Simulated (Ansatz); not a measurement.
# Cu: pressure against volume

Aim: scale the cell of Cu up and down at fixed shape and fractional positions, and get the equilibrium volume and bulk modulus with LAPW, PAW and all-electron datasets made for the crystal.

Computed with Ansatz 0.2.0 (DFT PBE, scalar-relativistic, unless a step's input says otherwise).

### Step 1. The structure to begin with

The structure is cubic, space group Fm-3m (No. 225). The conventional cell has a = 3.630 Å, b = 3.630 Å, c = 3.630 Å, α = 90.00°, β = 90.00°, γ = 90.00°. Cu (site symmetry m-3m) is surrounded by 12 Cu at 2.57 Å.

As a file:

```xyz
1
Lattice="0.0000 1.8149 1.8149 1.8149 0.0000 1.8149 1.8149 1.8149 0.0000" Properties=species:S:1:pos:R:3 pbc="T T T"
Cu    0.0000    0.0000    0.0000
```

The structure (fcc type) was typed from a prototype and relaxed by PAW; whether it is the ground state wasn't tested.

### Step 2. Volume × 0.96, LAPW

File input.yaml:

```yaml
crystal:
  lattice:
    - [0.0, 1.7903558495, 1.7903558495]
    - [1.7903558495, 0.0, 1.7903558495]
    - [1.7903558495, 1.7903558495, 0.0]
  atoms:
    - { symbol: Cu, position: [0.0, 0.0, 0.0] }
kpoints:
  mp_grid: { grid: [20, 20, 20] }
scf:
  occupations: { method: fermi_dirac, width: 0.03 }
hamiltonian:
  xc: pbe
  pseudopotentials: { kind: all_electron, lapw: { basis_error: 0.0005 } }
output:
  forces: true
  stress: true
  eigenvalues: true
```

Command:

```sh
ansatz run input.yaml --threads 1 --pin off --max-ram 2048MiB --backend cpu --events-out ev --progress --plain --runs-dir out
```

### Step 3. Volume × 0.96, PAW

input.yaml: that of step 2 with these lines changed.

```diff
@@ -13,3 +13,3 @@
   xc: pbe
-  pseudopotentials: { kind: all_electron, lapw: { basis_error: 0.0005 } }
+  pseudopotentials: { kind: paw }
 output:
@@ -18 +18,2 @@
   eigenvalues: true
+  efg: { contact_densities: true }
```

### Step 4. Volume × 0.96, crystal datasets

input.yaml: that of step 3 with these lines changed.

```diff
@@ -13,3 +13,3 @@
   xc: pbe
-  pseudopotentials: { kind: paw }
+  pseudopotentials: { kind: all_electron, datasets: crystal }
 output:
```

### Step 5. Volume × 0.98, LAPW

File input.yaml:

```yaml
crystal:
  lattice:
    - [0.0, 1.8027035214, 1.8027035214]
    - [1.8027035214, 0.0, 1.8027035214]
    - [1.8027035214, 1.8027035214, 0.0]
  atoms:
    - { symbol: Cu, position: [0.0, 0.0, 0.0] }
kpoints:
  mp_grid: { grid: [20, 20, 20] }
scf:
  occupations: { method: fermi_dirac, width: 0.03 }
hamiltonian:
  xc: pbe
  pseudopotentials: { kind: all_electron, lapw: { basis_error: 0.0005 } }
output:
  forces: true
  stress: true
  eigenvalues: true
```

### Step 6. Volume × 0.98, PAW

input.yaml: that of step 5 with these lines changed.

```diff
@@ -13,3 +13,3 @@
   xc: pbe
-  pseudopotentials: { kind: all_electron, lapw: { basis_error: 0.0005 } }
+  pseudopotentials: { kind: paw }
 output:
@@ -18 +18,2 @@
   eigenvalues: true
+  efg: { contact_densities: true }
```

### Step 7. Volume × 1.02, LAPW

File input.yaml:

```yaml
crystal:
  lattice:
    - [0.0, 1.8269037719, 1.8269037719]
    - [1.8269037719, 0.0, 1.8269037719]
    - [1.8269037719, 1.8269037719, 0.0]
  atoms:
    - { symbol: Cu, position: [0.0, 0.0, 0.0] }
kpoints:
  mp_grid: { grid: [20, 20, 20] }
scf:
  occupations: { method: fermi_dirac, width: 0.03 }
hamiltonian:
  xc: pbe
  pseudopotentials: { kind: all_electron, lapw: { basis_error: 0.0005 } }
output:
  forces: true
  stress: true
  eigenvalues: true
```

### Step 8. Volume × 1.02, PAW

input.yaml: that of step 7 with these lines changed.

```diff
@@ -13,3 +13,3 @@
   xc: pbe
-  pseudopotentials: { kind: all_electron, lapw: { basis_error: 0.0005 } }
+  pseudopotentials: { kind: paw }
 output:
@@ -18 +18,6 @@
   eigenvalues: true
+  efg: { contact_densities: true }
+  write_density: true
+  write_potential: true
+  elf: true
+  volumetric_format: npy
```

### Step 9. Volume × 1.04, LAPW

File input.yaml:

```yaml
crystal:
  lattice:
    - [0.0, 1.8387671158, 1.8387671158]
    - [1.8387671158, 0.0, 1.8387671158]
    - [1.8387671158, 1.8387671158, 0.0]
  atoms:
    - { symbol: Cu, position: [0.0, 0.0, 0.0] }
kpoints:
  mp_grid: { grid: [20, 20, 20] }
scf:
  occupations: { method: fermi_dirac, width: 0.03 }
hamiltonian:
  xc: pbe
  pseudopotentials: { kind: all_electron, lapw: { basis_error: 0.0005 } }
output:
  forces: true
  stress: true
  eigenvalues: true
```

### Step 10. Volume × 1.04, PAW

input.yaml: that of step 9 with these lines changed.

```diff
@@ -13,3 +13,3 @@
   xc: pbe
-  pseudopotentials: { kind: all_electron, lapw: { basis_error: 0.0005 } }
+  pseudopotentials: { kind: paw }
 output:
@@ -18 +18,6 @@
   eigenvalues: true
+  efg: { contact_densities: true }
+  write_density: true
+  write_potential: true
+  elf: true
+  volumetric_format: npy
```

### Step 11. Volume × 1.04, crystal datasets

input.yaml: that of step 10 with these lines changed.

```diff
@@ -13,3 +13,3 @@
   xc: pbe
-  pseudopotentials: { kind: paw }
+  pseudopotentials: { kind: all_electron, datasets: crystal }
 output:
@@ -19,5 +19 @@
   efg: { contact_densities: true }
-  write_density: true
-  write_potential: true
-  elf: true
-  volumetric_format: npy
```

(Steps that only read results are left out.)

Q: Predict the outcome of this session. Wanted: equilibrium volume; bulk modulus (for each run or level that gives them).

As calculated:

| quantity | value |
| --- | --- |
| equilibrium volume (LAPW) | 11.954 Å³/atom |
| bulk modulus (LAPW) | 141 GPa |
| its pressure derivative (LAPW) | 5.1 |
| equilibrium volume (PAW) | 11.956 Å³/atom |
| bulk modulus (PAW) | 141 GPa |
| its pressure derivative (PAW) | 5.1 |

What this shows: A third-order Birch-Murnaghan fit to the LAPW pressures puts zero pressure at 11.95 Å³/atom, less than 0.1 % from the given cell, with a bulk modulus of 141 GPa. PAW's volume lies +0.02 % and its modulus less than 0.1 % from LAPW's. No thermal or zero-point expansion is included.
